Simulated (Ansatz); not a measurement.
C2H6OS, SMILES `CC(O)S`. Charge 0, multiplicity 1. All single points use the PBE0-D4/def2-TZVP geometry. It is one conformer, not always the lowest.

```xyz
10

C    -0.978   -0.112    0.189
C     0.493    0.242    0.256
O     0.904    0.990   -0.865
S     1.559   -1.207    0.406
H    -1.282   -0.685    1.065
H    -1.586    0.799    0.148
H    -1.184   -0.701   -0.708
H     0.700    0.793    1.184
H     0.279    1.712   -0.985
H     1.096   -1.831   -0.691
```

**Question.** What is the dipole moment at PBE/def2-TZVPP? (Estimate.)

**Answer.** Computed: 2.55 D, with components (-2.35, 0.99, 0.07) D in this frame, pointing from negative to positive charge.

**Question.** And with r2SCAN, B3LYP, ωB97M-V? (Estimate.)

**Answer.** The calculation gave: r2SCAN 2.66 D, B3LYP 2.60 D, ωB97M-V 2.61 D.

**Question.** Give the Mulliken charges with PBE, B3LYP, r2SCAN in def2-TZVPP. (An estimate is asked.)

**Answer.** Ansatz gave: 
| atom | PBE | B3LYP | r2SCAN |
| --- | --- | --- | --- |
| C1 | -0.26 | -0.25 | -0.15 |
| C2 | 0.11 | 0.14 | 0.21 |
| O3 | -0.28 | -0.32 | -0.34 |
| S4 | -0.18 | -0.16 | -0.17 |
| H5 | 0.09 | 0.09 | 0.05 |
| H6 | 0.07 | 0.07 | 0.03 |
| H7 | 0.09 | 0.09 | 0.05 |
| H8 | 0.08 | 0.08 | 0.04 |
| H9 | 0.18 | 0.18 | 0.19 |
| H10 | 0.10 | 0.09 | 0.08 |

B3LYP here is the variant with VWN-RPA as its local correlation; programs differ in this.
